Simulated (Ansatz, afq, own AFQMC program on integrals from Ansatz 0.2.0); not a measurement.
# Where AFQMC and coupled cluster stand for BH4⁻, singlet

```xyz
5

B     0.0000    0.0000    0.0000
H     0.6942    1.0120    0.2210
H     0.7374   -1.0032   -0.0681
H    -0.6097    0.1416   -1.0785
H    -0.8219   -0.1504    0.9256
```

Basis def2-TZVPD. Noble-gas cores (and the filled d shells of Ga–Kr and In–Xe) are frozen. AFQMC by an in-house program on the Cholesky factors that Ansatz 0.2.0 writes for its CCSD(T) run. ph-AFQMC/CISD is guided by a CISD state made of CCSD amplitudes; releasing the constraint for a short imaginary time cuts its bias at the price of noise, slowly where states lie close. Error bars are statistical, one sigma.

Determinant: RHF, the one that the program's search chose, which needn't be the lowest solution. The geometry is a PBE0/def2-SVP stationary point of this or a neighbouring charge and spin state.

No full CI on the walks' own integrals is used here; CCSDT(Q) serves as the reference and is uncertain by about the last step of the cluster series.

The T1 diagnostic is 0.0113, the weight of the determinant in the CISD state is 0.914 and the size of the correlated space is 8 electrons in 72 orbitals.

Reference: CCSDT(Q), correlation energy -5.162 eV. The released energy is read at 2.40 1/Eh (meV from the phaseless value at times in 1/Eh: -2.7 ± 2.1 at 0.24, -3.6 ± 2.0 at 0.51, -5.2 ± 1.7 at 0.99, -2.7 ± 1.9 at 1.62, -4.3 ± 2.2 at 2.40).

```
         level  E − E(reference) (meV)  share of correlation (%)
            HF                  5161.5                      0.00
           MP2                   892.1                     82.72
          CCSD                   164.9                     96.81
       CCSD(T)                    20.7                     99.60
         CCSDT                     3.1                     99.94
 ph-AFQMC/CISD               2.9 ± 2.2                     99.94
released AFQMC              -1.4 ± 2.2                    100.03
```

Released energies are given only where the last usable release times agree within the noise; a slower fall can still hide under it.
